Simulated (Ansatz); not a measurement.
C₂H₇Al⁺, that is AlMe2H with one electron fewer. Charge 1, multiplicity 2. Geometry r2SCAN-D4/def2-TZVP; atoms count from 1.

```xyz
10

Al   -0.381    0.196    0.870
C    -0.559   -1.512   -0.028
H     0.410   -1.997   -0.160
H    -1.050   -1.413   -0.998
H    -1.185   -2.108    0.648
C     0.804    1.357   -0.552
H     0.034    2.123   -0.672
H     1.054    0.755   -1.417
H     1.597    1.559    0.172
H    -0.724    1.039    2.137
```

Problem. Estimate the Mulliken populations from the PBE0/def2-TZVP orbitals of Ansatz.

Solution. 
```json
{"atom": "Al1", "charge (e)": "0.56", "spin (α − β)": "0.13"}
{"atom": "C2", "charge (e)": "-0.51", "spin (α − β)": "0.16"}
{"atom": "H3", "charge (e)": "0.20", "spin (α − β)": "0.00"}
{"atom": "H4", "charge (e)": "0.20", "spin (α − β)": "0.00"}
{"atom": "H5", "charge (e)": "0.21", "spin (α − β)": "0.02"}
{"atom": "C6", "charge (e)": "-0.35", "spin (α − β)": "0.72"}
{"atom": "H7", "charge (e)": "0.22", "spin (α − β)": "-0.01"}
{"atom": "H8", "charge (e)": "0.22", "spin (α − β)": "-0.02"}
{"atom": "H9", "charge (e)": "0.22", "spin (α − β)": "-0.01"}
{"atom": "H10", "charge (e)": "0.03", "spin (α − β)": "0.01"}
```
Mulliken values depend strongly on the basis.

Problem. Where does the spin sit?

Solution. Summed by element: Al 0.13, C 0.87, H -0.01, of 1 unpaired in all. Largest on single atoms: C6 0.72, C2 0.16, Al1 0.13.

Problem. And the Mayer bond orders between heavy atoms (over 0.3)?

Solution. Al1–C2 1.02 (1.94 Å); Al1–C6 0.56 (2.19 Å).
